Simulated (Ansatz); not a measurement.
Input file:

```yaml
crystal:
  periodic: [false, false, false]
  atoms:
    - {symbol: Ga, position_ang: [0.000000, -0.032139, 0.017326]}
    - {symbol: H, position_ang: [0.000000, 1.464256, -2.598968]}
    - {symbol: H, position_ang: [0.000000, 0.758935, 1.400438]}
basis:
  gaussian: {orbitals: 6-31G}
magnetization: {spin_polarized: true, initial_magnetization: 1}
correlation: {method: mp2, electrons: all}
```

```sh
$ ansatz run in.yaml --threads 1 --pin off --events-out ev --progress --plain --max-ram 2393MiB
```

Output:

```
320 factors; integrals over basis functions are off by at most 6.3e-4 eV
mean field evaluation 1: about -52351.6790 eV, gradient 6.9e0 eV
mean field evaluation 2: about -52351.6861 eV, gradient 6.9e0 eV
mean field evaluation 4: about -52353.2384 eV, gradient 3.0e0 eV
mean field evaluation 8: about -52353.6887 eV, gradient 5.5e-1 eV
mean field evaluation 16: about -52344.3177 eV, gradient 1.4e1 eV
mean field evaluation 32: about -52352.4161 eV, gradient 5.2e-2 eV
mean field evaluation 64: about -52353.6619 eV, gradient 4.4e-1 eV
mean field -52353.70258564 eV, -1923.9630834080 hartree, gradient 4.7e-6 eV, S^2 0.884501; 10 other end points of the search recorded, 0 dependent functions left out
reference -52353.70258564 eV, -1923.9630834080 hartree; 17, 16 occupied and 16, 17 virtual orbitals, 320 factors
second order -6.68165564 eV of doubles, -0.00000000 eV of singles
Total energy: -52360.38424128 eV, -1924.2086297239 hartree
```

Ran on 1 thread of AMD EPYC 9R45, shared host: 0.57 s wall, 0.09 GiB peak host memory.
